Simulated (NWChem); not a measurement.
System: carbon tetrachloride (CCl₄); SMILES C(Cl)(Cl)(Cl)Cl

NWChem input:

```
start job
memory heap 200 mb stack 900 mb global 1100 mb
geometry units angstroms noautoz
  Cl     1.361437    -1.128442    -0.068941
  C     -0.000004    -0.000077    -0.000074
  Cl     0.609896     1.661201     0.001931
  Cl    -1.040687    -0.244471    -1.410225
  Cl    -0.930673    -0.288296     1.477237
end
basis spherical
  * library aug-cc-pvtz
end
dft
  xc b3lyp
  iterations 150
  semidirect filesize 400000000
  mulliken
end
task dft energy
```

Output (shortened):

```
             Northwest Computational Chemistry Package (NWChem) 7.3.0
             --------------------------------------------------------

 C1  symmetry detected

                             Geometry "geometry" -> ""
                             -------------------------

 Output coordinates in angstroms (scale by  1.889725989 to convert to a.u.)

  No.       Tag          Charge          X              Y              Z
 ---- ---------------- ---------- -------------- -------------- --------------
    1 Cl                  17.0000    -0.61940851     1.34593249     0.96769959
    2 C                    6.0000    -0.00009026     0.00003287    -0.00001470
    3 Cl                  17.0000     0.61773808    -1.26369446     1.07381397
    4 Cl                  17.0000    -1.30498029    -0.65926902    -0.99693917
    5 Cl                  17.0000     1.30668257     0.57701938    -1.04456920

 Effective nuclear repulsion energy (a.u.)     439.5365515791

                                 NWChem DFT Module
                                 -----------------

 Summary of "ao basis" -> "ao basis" (spherical)
 ------------------------------------------------------------------------------
       Tag                 Description            Shells   Functions and Types
 ---------------- ------------------------------  ------  ---------------------
 Cl                       aug-cc-pvtz               16       50   6s5p3d2f
 C                        aug-cc-pvtz               14       46   5s4p3d2f

            General Information
            -------------------
          SCF calculation type: DFT
          Wavefunction type:  closed shell.
          No. of atoms     :     5
          No. of electrons :    74
           Alpha electrons :    37
            Beta electrons :    37
          Charge           :     0
          Spin multiplicity:     1
          Use of symmetry is: off; symmetry adaption is: off
          Maximum number of iterations: 150
          AO basis - number of functions:   246
                     number of shells:    78
          Convergence on energy requested:  1.00D-06
          Convergence on density requested:  1.00D-05
          Convergence on gradient requested:  5.00D-04

              XC Information
              --------------
                         B3LYP Method XC Potential
                     Hartree-Fock (Exact) Exchange  0.200
                        Slater Exchange Functional  0.800 local
                    Becke 1988 Exchange Functional  0.720 non-local
              Lee-Yang-Parr Correlation Functional  0.810
                  VWN I RPA Correlation Functional  0.190 local

             Grid Information
             ----------------
          Grid used for XC integration:  medium
          Radial quadrature: Mura-Knowles
          Angular quadrature: Lebedev.
          Tag              B.-S. Rad. Rad. Pts. Rad. Cut. Ang. Pts.
          ---              ---------- --------- --------- ---------
          Cl                  1.00       88          12.0       590
          C                   0.70       49          11.0       434
          Grid pruning is: on
          Number of quadrature shells:   401
          Spatial weights used:  Erf1

      Superposition of Atomic Density Guess
      -------------------------------------

 Sum of atomic energies:       -1875.61710610

      Non-variational initial energy
      ------------------------------

 Total energy =   -1876.873658
 1-e energy   =   -3468.168200
 2-e energy   =    1151.757991
 HOMO         =      -0.382022
 LUMO         =      -0.018904

------------------------------------------------------------
EAF file 0: "./job.aoints.0" size=2865233920 bytes
------------------------------------------------------------
               write      read    awrite     aread      wait
               -----      ----    ------     -----      ----
     calls:     5465         0         0         0         0
   data(b): 2.87e+09  0.00e+00  0.00e+00  0.00e+00
   time(s): 0.00e+00  0.00e+00  0.00e+00  0.00e+00  0.00e+00
rate(mb/s): 0.00e+00  0.00e+00
------------------------------------------------------------

     ---------------------------------------------
      Total Density - Mulliken Population Analysis
     ---------------------------------------------

    Atom       Charge   Shell Charges
 -----------   ------   -------------------------------------------------------
    1 Cl  17    17.33   2.00  1.88  1.18  0.20  0.68 -0.01  5.81  2.96  1.10  1.44  0.02  0.01  0.03  0.02  0.00  0.00
    2 C    6     4.69   1.95  0.75  0.15  0.13  0.01  0.40  1.03  0.24  0.07  0.02  0.21 -0.34  0.01  0.05
    3 Cl  17    17.33   2.00  1.88  1.18  0.20  0.68 -0.01  5.81  2.96  1.10  1.44  0.02  0.01  0.03  0.02  0.00  0.00
    4 Cl  17    17.33   2.00  1.88  1.18  0.20  0.68 -0.01  5.81  2.96  1.10  1.44  0.02  0.01  0.03  0.02  0.00  0.00
    5 Cl  17    17.33   2.00  1.88  1.18  0.20  0.68 -0.01  5.81  2.96  1.10  1.44  0.02  0.01  0.03  0.02  0.00  0.00

   convergence    iter        energy       DeltaE   RMS-Dens  Diis-err
 ---------------- ----- ----------------- --------- --------- ---------
 d= 0,ls=0.0,diis     1  -1878.7879712650 -2.32D+03  7.10D-03  2.54D+00
 d= 0,ls=0.0,diis     2  -1877.9595303200  8.28D-01  4.68D-03  1.04D+01
 d= 0,ls=0.0,diis     3  -1879.0234991731 -1.06D+00  4.94D-04  2.83D-02
 d= 0,ls=0.0,diis     4  -1879.0264992589 -3.00D-03  1.36D-04  3.92D-03
 d= 0,ls=0.0,diis     5  -1879.0269134353 -4.14D-04  2.69D-05  9.13D-05
  Resetting Diis
 d= 0,ls=0.0,diis     6  -1879.0269231002 -9.66D-06  5.37D-06  8.95D-07
 d= 0,ls=0.0,diis     7  -1879.0269231941 -9.39D-08  1.51D-06  1.02D-07

         Total DFT energy =    -1879.026923194139
      One electron energy =    -3468.293070393511
           Coulomb energy =     1268.124315986501
    Exchange-Corr. energy =     -118.394720366199
 Nuclear repulsion energy =      439.536551579071

 Numeric. integr. density =       74.000000642775

                       DFT Final Molecular Orbital Analysis
                       ------------------------------------

 Vector   35  Occ=2.000000D+00  E=-3.251639D-01
              MO Center= -3.6D-01,  1.9D-01, -1.4D-01, r^2= 4.2D+00
   Bfn.  Coefficient  Atom+Function         Bfn.  Coefficient  Atom+Function
  ----- ------------  ---------------      ----- ------------  ---------------
    10      0.304818  1 Cl px               156     -0.240527  4 Cl px
   208     -0.209472  5 Cl pz               158      0.206373  4 Cl pz
    16      0.191867  1 Cl px               157      0.164000  4 Cl py
    13      0.152578  1 Cl px                12      0.151562  1 Cl pz
   162     -0.151397  4 Cl px               108     -0.148729  3 Cl pz

 Vector   36  Occ=2.000000D+00  E=-3.251597D-01
              MO Center=  5.3D-03,  1.6D-02,  1.7D-01, r^2= 4.3D+00
   Bfn.  Coefficient  Atom+Function         Bfn.  Coefficient  Atom+Function
  ----- ------------  ---------------      ----- ------------  ---------------
    12      0.248918  1 Cl pz               108     -0.232518  3 Cl pz
   207      0.215039  5 Cl py               107     -0.213683  3 Cl py
    11     -0.196890  1 Cl py               157      0.195691  4 Cl py
   158     -0.178384  4 Cl pz               208      0.161921  5 Cl pz
    18      0.156667  1 Cl pz               114     -0.146358  3 Cl pz

 Vector   37  Occ=2.000000D+00  E=-3.251524D-01
              MO Center=  3.5D-01, -2.1D-01, -3.0D-02, r^2= 4.2D+00
   Bfn.  Coefficient  Atom+Function         Bfn.  Coefficient  Atom+Function
  ----- ------------  ---------------      ----- ------------  ---------------
   106      0.331722  3 Cl px               207      0.246734  5 Cl py
   157     -0.217373  4 Cl py               112      0.208822  3 Cl px
   206     -0.206847  5 Cl px               109      0.166048  3 Cl px
   213      0.155327  5 Cl py                10     -0.141988  1 Cl px
   163     -0.136812  4 Cl py               212     -0.130211  5 Cl px

 Vector   38  Occ=0.000000D+00  E=-7.140402D-02
              MO Center=  2.4D-04, -3.9D-05,  2.2D-04, r^2= 5.2D+00
   Bfn.  Coefficient  Atom+Function         Bfn.  Coefficient  Atom+Function
  ----- ------------  ---------------      ----- ------------  ---------------
    54      1.115961  2 C  s                 52      0.443357  2 C  s
    17      0.220888  1 Cl py               162     -0.214103  4 Cl px
   212      0.214445  5 Cl px               113     -0.207448  3 Cl py
    55      0.200728  2 C  s                114      0.176153  3 Cl pz
    11      0.173481  1 Cl py                 5     -0.171160  1 Cl s

 Vector   39  Occ=0.000000D+00  E=-2.292145D-02
              MO Center=  5.1D-01, -3.1D-01,  8.3D-02, r^2= 5.5D+00
   Bfn.  Coefficient  Atom+Function         Bfn.  Coefficient  Atom+Function
  ----- ------------  ---------------      ----- ------------  ---------------
    61      0.359403  2 C  pz                64      0.312282  2 C  pz
   102     -0.310865  3 Cl s                215     -0.278495  5 Cl px
   202      0.266868  5 Cl s                 67      0.262084  2 C  pz
   116     -0.256039  3 Cl py                58      0.254273  2 C  pz
   212     -0.246481  5 Cl px               113     -0.234469  3 Cl py

 Vector   40  Occ=0.000000D+00  E=-2.289531D-02
              MO Center=  2.9D-02,  3.5D-01,  2.9D-01, r^2= 5.6D+00
   Bfn.  Coefficient  Atom+Function         Bfn.  Coefficient  Atom+Function
  ----- ------------  ---------------      ----- ------------  ---------------
    59      0.328256  2 C  px                 6      0.304669  1 Cl s
    62      0.285331  2 C  px                20     -0.259147  1 Cl py
    17     -0.238556  1 Cl py                65      0.239510  2 C  px
    56      0.232227  2 C  px                60     -0.227030  2 C  py
    21     -0.210137  1 Cl pz               117      0.208042  3 Cl pz

[...]
```

Level: B3LYP/aug-cc-pVTZ. Coordinates come from a PBE0/def2-SVP optimisation.
